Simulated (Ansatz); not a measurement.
# FH2 with multiplicity 2: molecular dynamics

The plan is to let a guess near a reaction's saddle point go and see which way it falls. Runs: 150 steps of 0.5 fs at constant energy, with velocities drawn for 1000 K; 150 steps of 0.5 fs at constant energy, with velocities drawn for 600 K. Reaction type: H-abstraction.

Method: UKS PBE-D4/def2-SVP, in Ansatz 0.2.0.

### Step 1. Starting point

The closest two atoms stand 0.977 Å apart.

Structure file:

```xyz
3

H    -0.0392   -0.0554   -0.0321
F     0.6492    0.8165    0.4261
H    -0.6100   -0.7611   -0.3940
```

### Step 2. Run 1

150 steps of 0.5 fs at constant energy, with velocities drawn for 1000 K.

input.yaml

```yaml
crystal:
  periodic: [false, false, false]
  atoms:
    - { symbol: H, position_ang: [-0.0392, -0.0554, -0.0321] }
    - { symbol: F, position_ang: [0.6492, 0.8165, 0.4261] }
    - { symbol: H, position_ang: [-0.61, -0.7611, -0.394] }
magnetization:
  spin_polarized: true
  initial_magnetization: 1
basis:
  gaussian: { orbitals: def2-SVP }
hamiltonian:
  xc: pbe
  dispersion: d4
md:
  timestep: 0.5
  n_steps: 150
  ensemble: nve
  temperature: 1000.0
  initial_velocities: maxwell_boltzmann
  seed: 203001
```

The run is started by

```
$ ansatz run input.yaml --threads 1 --pin off --max-ram 2048MiB --backend cpu --events-out ev --progress --plain --runs-dir out
```

Log (excerpt; [...] marks lines left out):

```text
Warning: RAYON_NUM_THREADS=1 ignored (pool sized by the plan → 1); use --threads N
[...]
Functional definition: PBE
[...]
264 factors; their error is unknown
[...]
mean field -2741.03446543 eV, -100.7311586647 hartree, gradient 3.8e-5 eV, S^2 0.755167; 4 other end points of the search recorded, 0 dependent functions left out
[...]
reference -2741.03447990 eV, -100.7311591965 hartree; 6, 5 occupied and 18, 19 virtual orbitals, 264 factors
md step     0: t =     0.00 fs  T =  1000.0 K  F+E_penalty+E_count = -2741.04259585 eV  E_kin = 0.129260 eV  conserved = -2740.91333585 eV  (112 SCF iters)
[...]
md step    18: t =     9.00 fs  T =  3986.0 K  F+E_penalty+E_count = -2741.43649767 eV  E_kin = 0.515231 eV  conserved = -2740.92126687 eV  (24 SCF iters, 3 dispersion substeps)
[...]
md step    36: t =    18.00 fs  T =  3293.6 K  F+E_penalty+E_count = -2741.34148944 eV  E_kin = 0.425730 eV  conserved = -2740.91575948 eV  (22 SCF iters, 3 dispersion substeps)
[...]
md step    54: t =    27.00 fs  T =  3567.0 K  F+E_penalty+E_count = -2741.37890431 eV  E_kin = 0.461074 eV  conserved = -2740.91782988 eV  (23 SCF iters, 3 dispersion substeps)
[...]
md step    72: t =    36.00 fs  T =  3804.7 K  F+E_penalty+E_count = -2741.41225104 eV  E_kin = 0.491802 eV  conserved = -2740.92044935 eV  (24 SCF iters, 3 dispersion substeps)
md step    73: t =    36.50 fs  T =  5191.9 K  F+E_penalty+E_count = -2741.59842318 eV  E_kin = 0.671101 eV  conserved = -2740.92732171 eV  (24 SCF iters, 3 dispersion substeps)
md step    74: t =    37.00 fs  T =  5514.1 K  F+E_penalty+E_count = -2741.63742325 eV  E_kin = 0.712747 eV  conserved = -2740.92467657 eV  (24 SCF iters, 3 dispersion substeps)
```

### Step 3. The log goes on: dynamics from the start

The log, continued (excerpt; [...] marks lines left out):

```text
md step    75: t =    37.50 fs  T =  4852.2 K  F+E_penalty+E_count = -2741.54659016 eV  E_kin = 0.627190 eV  conserved = -2740.91940011 eV  (25 SCF iters, 3 dispersion substeps)
[...]
md step    94: t =    47.00 fs  T =  3405.1 K  F+E_penalty+E_count = -2741.35470663 eV  E_kin = 0.440143 eV  conserved = -2740.91456403 eV  (27 SCF iters, 3 dispersion substeps)
[...]
md step   113: t =    56.50 fs  T =  2064.6 K  F+E_penalty+E_count = -2741.17892671 eV  E_kin = 0.266876 eV  conserved = -2740.91205092 eV  (22 SCF iters, 3 dispersion substeps)
[...]
md step   132: t =    66.00 fs  T =  1285.4 K  F+E_penalty+E_count = -2741.07722302 eV  E_kin = 0.166148 eV  conserved = -2740.91107550 eV  (23 SCF iters, 3 dispersion substeps)
[...]
md step   149: t =    74.50 fs  T =  1677.1 K  F+E_penalty+E_count = -2741.12834926 eV  E_kin = 0.216786 eV  conserved = -2740.91156291 eV  (30 SCF iters, 3 dispersion substeps)
[...]
md step   150: t =    75.00 fs  T =  1211.2 K  F+E_penalty+E_count = -2741.06756816 eV  E_kin = 0.156558 eV  conserved = -2740.91100991 eV  (44 SCF iters, 3 dispersion substeps)
Total energy: -2741.06759788 eV, -100.7323762596 hartree
Atom 0 at     1.546132     1.176105     0.211910 Å, force    -4.803482    -1.666595     1.417953 eV/Å
Atom 1 at     0.540226     0.827267     0.509020 Å, force     4.802114     1.661701    -1.422166 eV/Å
Atom 2 at    -0.141435    -2.195533    -2.200851 Å, force     0.001368     0.004894     0.004214 eV/Å
Dipole moment:     0.382581     0.132974    -0.112689 e Å
```

Run time: 82 s. Hardware: 1 thread of Intel Xeon Platinum 8259CL at 2.50GHz (Skylake/Cascade Lake), shared host; peak memory 0.096 GiB.

### Step 4. Frames and traces

The trajectory, every 6 steps (energies from step 0):

```tsv
time (fs)	T (K)	potential energy change (meV/atom)	total energy change (meV/atom)	H1–H3 (Å)	F2–H1 (Å)
0.0	1000	0.0	0.00	0.98	1.20
3.0	1410	-17.6	0.08	1.01	1.17
6.0	4691	-161.3	-2.27	1.24	0.96
9.0	3986	-131.3	-2.64	1.46	0.87
12.0	1822	-35.0	0.38	1.57	1.10
15.0	4775	-164.5	-1.78	1.82	1.00
18.0	3294	-99.6	-0.81	2.12	0.84
21.0	2047	-44.6	0.50	2.39	1.09
24.0	4985	-173.8	-2.08	2.61	0.99
27.0	3567	-112.1	-1.50	2.84	0.84
30.0	1902	-38.3	0.56	3.19	1.09
33.0	5099	-179.0	-2.41	3.34	0.99
36.0	3805	-123.2	-2.37	3.47	0.85
39.0	1702	-29.6	0.63	3.85	1.10
42.0	5201	-183.8	-2.78	3.91	0.97
45.0	4095	-136.6	-3.20	3.97	0.86
48.0	1527	-22.0	0.68	4.32	1.10
51.0	5299	-188.4	-3.18	4.30	0.96
54.0	4404	-150.5	-3.87	4.30	0.87
57.0	1390	-16.1	0.72	4.58	1.10
60.0	5377	-192.1	-3.57	4.49	0.95
63.0	4691	-163.4	-4.34	4.44	0.88
66.0	1285	-11.5	0.75	4.62	1.10
69.0	5416	-194.2	-3.94	4.50	0.94
72.0	4938	-174.3	-4.60	4.42	0.89
75.0	1211	-8.3	0.78	4.48	1.11
```

time (fs), T (K) and a bar:
```
      0.0       1000 
      3.5       1770 #####
      6.5       4535 ########################
     10.0       5114 ############################
     13.0       1357 ##
     16.5       3961 ####################
     19.5       5219 ############################
     23.0       2703 ###########
     26.0       2347 #########
     29.5       2836 ############
     32.5       4027 ####################
     36.0       3805 ###################
     39.0       1702 #####
     42.5       5482 ##############################
     45.5       5302 #############################
     49.0       1452 ###
     52.0       4285 ######################
     55.5       4307 ######################
     58.5       2344 #########
     62.0       1883 ######
     65.0       2841 ############
     68.5       4829 ##########################
     71.5       3448 ################
     75.0       1211 #
```

Bonds that form or break, judged by distance (formed within 1.15 times the sum of covalent radii and held on average over 12 fs, broken when stretched by half; pairs already stretched at the start don't count as bonds):

```tsv
time (fs)	bond	event
6.0	H1–F2	forms
```

### Step 5. Positions and forces

Extended XYZ, with forces in eV/Å:

```xyz
3
time_fs=9.5 T=4989 dE=-0.5265
H    -0.116    0.290    0.379   -1.205   -0.682    0.080
F     0.645    0.800    0.412    1.341    0.967    0.129
H    -0.457   -0.804   -0.540   -0.136   -0.285   -0.208
3
time_fs=19.0 T=5585 dE=-0.6053
H    -0.195    0.590    0.745   -0.213   -0.044    0.094
F     0.646    0.795    0.405    0.234    0.087   -0.063
H    -0.393   -0.994   -0.779   -0.021   -0.043   -0.031
3
time_fs=28.0 T=5613 dE=-0.6085
H    -0.060    0.931    1.012    0.126   -0.040   -0.124
F     0.637    0.787    0.404   -0.122    0.039    0.121
H    -0.353   -1.199   -1.021   -0.004    0.001    0.004
3
time_fs=37.5 T=4852 dE=-0.5040
H     0.233    1.277    1.181    1.069   -1.395   -2.160
F     0.619    0.781    0.408   -1.070    1.387    2.153
H    -0.313   -1.416   -1.273    0.000    0.008    0.008
3
time_fs=47.0 T=3405 dE=-0.3121
H     0.657    1.522    1.158   -0.256   -3.012   -2.979
F     0.594    0.779    0.423    0.252    3.001    2.969
H    -0.274   -1.626   -1.519    0.004    0.011    0.010
3
time_fs=56.0 T=3116 dE=-0.2741
H     1.068    1.574    0.942   -2.082   -3.297   -2.076
F     0.571    0.786    0.446    2.079    3.288    2.068
H    -0.234   -1.816   -1.744    0.003    0.010    0.008
3
time_fs=65.5 T=1858 dE=-0.1093
H     1.408    1.462    0.601   -3.973   -3.055   -0.579
F     0.550    0.802    0.476    3.970    3.048    0.573
H    -0.189   -2.009   -1.975    0.002    0.008    0.006
3
time_fs=75.0 T=1211 dE=-0.0250
H     1.546    1.176    0.212   -4.803   -1.667    1.418
F     0.540    0.827    0.509    4.802    1.662   -1.422
H    -0.141   -2.196   -2.201    0.001    0.005    0.004
```

On run 1: At the last frame the bonds meant to break are whole and the new ones absent: it fell back to the reactants' side (FH + H). The temperature starts at 1000 K and averages 3350 K in the second half, where it ranges from 1207 to 5482 K; the start was no minimum (force components up to 1.6 eV/Å), and the potential energy that it sheds (102 meV/atom) turns into motion, which in so few atoms is no thermal temperature. The total energy strays from its start by at most 4.69 meV/atom, 3.3 % of the mean kinetic energy, fair for a step of 0.5 fs. Bonds change: the first event comes at 6.0 fs (H1–F2 forms). By that distance rule the pieces at the end are FH + H; a long dative bond can count as broken.

### Step 6. Run 2

150 steps of 0.5 fs at constant energy, with velocities drawn for 600 K.

Changes to input.yaml since step 2:

```diff
@@ -18,4 +18,4 @@
   ensemble: nve
-  temperature: 1000.0
+  temperature: 600.0
   initial_velocities: maxwell_boltzmann
-  seed: 203001
+  seed: 584908
```

The run is started by

```
$ ansatz run input.yaml --threads 1 --pin off --max-ram 2048MiB --backend cpu --events-out ev --progress --plain --runs-dir out
```

Log (excerpt; [...] marks lines left out):

```text
Warning: RAYON_NUM_THREADS=1 ignored (pool sized by the plan → 1); use --threads N
[...]
[... 1 set-up line as earlier in the session ...]
[...]
264 factors; their error is unknown
[...]
mean field -2741.03446543 eV, -100.7311586647 hartree, gradient 3.8e-5 eV, S^2 0.755167; 4 other end points of the search recorded, 0 dependent functions left out
[...]
reference -2741.03447990 eV, -100.7311591965 hartree; 6, 5 occupied and 18, 19 virtual orbitals, 264 factors
md step     0: t =     0.00 fs  T =   600.0 K  F+E_penalty+E_count = -2741.04259585 eV  E_kin = 0.077556 eV  conserved = -2740.96503985 eV  (112 SCF iters)
[...]
md step    19: t =     9.50 fs  T =  1823.8 K  F+E_penalty+E_count = -2741.20007853 eV  E_kin = 0.235750 eV  conserved = -2740.96432835 eV  (26 SCF iters, 3 dispersion substeps)
[...]
md step    38: t =    19.00 fs  T =  1692.6 K  F+E_penalty+E_count = -2741.18260310 eV  E_kin = 0.218786 eV  conserved = -2740.96381736 eV  (24 SCF iters, 3 dispersion substeps)
[...]
md step    57: t =    28.50 fs  T =   830.7 K  F+E_penalty+E_count = -2741.07010789 eV  E_kin = 0.107373 eV  conserved = -2740.96273502 eV  (23 SCF iters, 3 dispersion substeps)
[...]
md step    75: t =    37.50 fs  T =   674.7 K  F+E_penalty+E_count = -2741.04978289 eV  E_kin = 0.087206 eV  conserved = -2740.96257728 eV  (28 SCF iters, 3 dispersion substeps)
md step    76: t =    38.00 fs  T =   400.7 K  F+E_penalty+E_count = -2741.01409207 eV  E_kin = 0.051791 eV  conserved = -2740.96230152 eV  (29 SCF iters, 3 dispersion substeps)
```

### Step 7. The log goes on: dynamics from the start

Output, continued (excerpt; [...] marks lines left out):

```text
md step    77: t =    38.50 fs  T =   687.6 K  F+E_penalty+E_count = -2741.05147161 eV  E_kin = 0.088884 eV  conserved = -2740.96258769 eV  (29 SCF iters, 3 dispersion substeps)
[...]
md step    95: t =    47.50 fs  T =   772.4 K  F+E_penalty+E_count = -2741.06256492 eV  E_kin = 0.099844 eV  conserved = -2740.96272121 eV  (24 SCF iters, 3 dispersion substeps)
[...]
md step   113: t =    56.50 fs  T =   912.9 K  F+E_penalty+E_count = -2741.08093088 eV  E_kin = 0.118007 eV  conserved = -2740.96292410 eV  (28 SCF iters, 3 dispersion substeps)
[...]
md step   131: t =    65.50 fs  T =  1102.6 K  F+E_penalty+E_count = -2741.10571346 eV  E_kin = 0.142522 eV  conserved = -2740.96319110 eV  (32 SCF iters, 3 dispersion substeps)
[...]
md step   149: t =    74.50 fs  T =  1333.8 K  F+E_penalty+E_count = -2741.13594276 eV  E_kin = 0.172413 eV  conserved = -2740.96352970 eV  (31 SCF iters, 3 dispersion substeps)
[...]
md step   150: t =    75.00 fs  T =  2530.9 K  F+E_penalty+E_count = -2741.29288234 eV  E_kin = 0.327145 eV  conserved = -2740.96573718 eV  (30 SCF iters, 3 dispersion substeps)
Total energy: -2741.29290919 eV, -100.7406562977 hartree
Atom 0 at     0.815004     0.200667    -0.326364 Å, force    -0.550371     2.905976     3.398109 eV/Å
Atom 1 at     0.686370     0.884504     0.472703 Å, force     0.546600    -2.909289    -3.399090 eV/Å
Atom 2 at    -2.164779    -2.298875    -0.978093 Å, force     0.003771     0.003313     0.000981 eV/Å
Dipole moment:     0.048040    -0.265631    -0.309124 e Å
```

Run time: 78 s. Hardware: 1 thread of Intel Xeon Platinum 8259CL at 2.50GHz (Skylake/Cascade Lake), shared host; peak memory 0.096 GiB.

### Step 8. The trajectory

One step in 11; energies are changes from step 0:

```tsv
time (fs)	T (K)	potential energy change (meV/atom)	total energy change (meV/atom)	H1–H3 (Å)	F2–H1 (Å)
0.0	600	0.0	0.00	0.98	1.20
5.5	987	-14.1	2.61	1.51	0.82
11.0	737	-5.3	0.61	1.48	1.13
16.5	3790	-142.1	-4.66	1.95	0.86
22.0	3799	-139.0	-1.14	2.05	1.03
27.5	2903	-99.6	-0.36	2.26	1.06
33.0	1733	-48.8	0.03	2.65	0.82
38.5	688	-3.0	0.82	2.66	1.11
44.0	5025	-196.1	-5.41	2.99	0.92
49.5	5019	-194.7	-4.32	3.16	0.95
55.0	972	-15.3	0.68	3.26	1.10
60.5	733	-2.6	3.17	3.60	0.81
66.0	2217	-69.7	0.00	3.65	1.07
71.5	3957	-146.4	-1.75	3.86	1.01
75.0	2531	-83.4	-0.23	3.94	1.06
```

time (fs), T (K) and a bar:
```
      0.0        600 #
      3.5       4325 #########################
      6.5       2425 #############
     10.0       1123 #####
     13.0       4144 ########################
     16.5       3790 #####################
     19.5        897 ###
     23.0       5160 ##############################
     26.0       4934 #############################
     29.5        669 ##
     32.5       3872 ######################
     36.0       3990 #######################
     39.0       1497 #######
     42.5        411 
     45.5       2349 ############
     49.0       4236 ########################
     52.0       2212 ###########
     55.5        395 
     58.5       5027 #############################
     62.0       4996 #############################
     65.0        435 
     68.5       1765 #########
     71.5       3957 ######################
     75.0       2531 #############
```

Bonds that form or break, judged by distance (formed within 1.15 times the sum of covalent radii and held on average over 12 fs, broken when stretched by half; pairs already stretched at the start don't count as bonds):

```tsv
time (fs)	bond	event
4.0	H1–F2	forms
```

### Step 9. Snapshots as a file

Extended XYZ, with forces in eV/Å:

```xyz
3
time_fs=9.5 T=1824 dE=-0.1575
H     0.153   -0.003   -0.103    1.759    3.047    2.027
F     0.651    0.825    0.434   -1.905   -3.182   -2.072
H    -0.839   -0.972   -0.463    0.146    0.135    0.045
3
time_fs=19.0 T=1693 dE=-0.1400
H     0.289    0.012   -0.178    1.556    3.606    2.744
F     0.657    0.837    0.442   -1.624   -3.662   -2.757
H    -1.080   -1.205   -0.549    0.068    0.056    0.014
3
time_fs=28.0 T=1686 dE=-0.1392
H     0.401    0.033   -0.229    1.153    3.679    3.085
F     0.662    0.846    0.449   -1.188   -3.708   -3.093
H    -1.287   -1.411   -0.628    0.036    0.029    0.007
3
time_fs=37.5 T=675 dE=-0.0072
H     0.499    0.043   -0.284    0.783    3.892    3.550
F     0.667    0.856    0.456   -0.808   -3.913   -3.556
H    -1.488   -1.612   -0.706    0.025    0.021    0.006
3
time_fs=47.0 T=364 dE=0.0333
H     0.592    0.068   -0.319    0.376    3.862    3.788
F     0.672    0.865    0.462   -0.392   -3.877   -3.792
H    -1.673   -1.799   -0.779    0.017    0.015    0.004
3
time_fs=56.0 T=375 dE=0.0318
H     0.673    0.099   -0.340    0.009    3.749    3.910
F     0.677    0.872    0.466   -0.020   -3.758   -3.913
H    -1.838   -1.966   -0.845    0.011    0.009    0.003
3
time_fs=65.5 T=1103 dE=-0.0631
H     0.749    0.143   -0.343   -0.324    3.465    3.833
F     0.681    0.879    0.470    0.317   -3.470   -3.834
H    -2.004   -2.135   -0.912    0.007    0.006    0.002
3
time_fs=75.0 T=2531 dE=-0.2503
H     0.815    0.201   -0.326   -0.550    2.906    3.398
F     0.686    0.884    0.473    0.547   -2.909   -3.399
H    -2.165   -2.299   -0.978    0.004    0.003    0.001
```

On run 2: At the last frame the bonds meant to break are whole and the new ones absent: it fell back to the reactants' side (FH + H). The temperature starts at 600 K and averages 2516 K in the second half, where it ranges from 278 to 5041 K; the start was no minimum (force components up to 1.6 eV/Å), and the potential energy that it sheds (84 meV/atom) turns into motion, which in so few atoms is no thermal temperature. The total energy strays from its start by at most 5.91 meV/atom, 5.2 % of the mean kinetic energy, which is poor: the step of 0.5 fs is too long for the fastest motion. The bonding pattern changes, first at 4.0 fs: H1–F2 forms. By that distance rule the pieces at the end are FH + H; a long dative bond can count as broken.

### Step 10. Summary of results

```
                                 quantity                                     value
                            run 1: length                       150 steps of 0.5 fs
  run 1: temperature, first and last step                           1000 and 1211 K
          run 1: temperature, second half          mean 3350 K, from 1207 to 5482 K
     run 1: potential energy, second half  -102 meV/atom from this run's first step
run 1: largest change of the total energy                             4.69 meV/atom
            run 1: bonds formed or broken                                         1
                            run 2: length                       150 steps of 0.5 fs
  run 2: temperature, first and last step                            600 and 2531 K
          run 2: temperature, second half           mean 2516 K, from 278 to 5041 K
     run 2: potential energy, second half   -84 meV/atom from this run's first step
run 2: largest change of the total energy                             5.91 meV/atom
            run 2: bonds formed or broken                                         1
```

In words: Mean temperatures of the second halves: 3350 K, 2516 K. Bonds changed in run 1, run 2. Run 1: at the last frame the bonds meant to break are whole and the new ones absent: it fell back to the reactants' side (FH + H). Run 2: at the last frame the bonds meant to break are whole and the new ones absent: it fell back to the reactants' side (FH + H). Averages from a run of 75 fs with 3 atoms are rough. The nuclei move classically, without zero-point motion, which matters most for hydrogen.
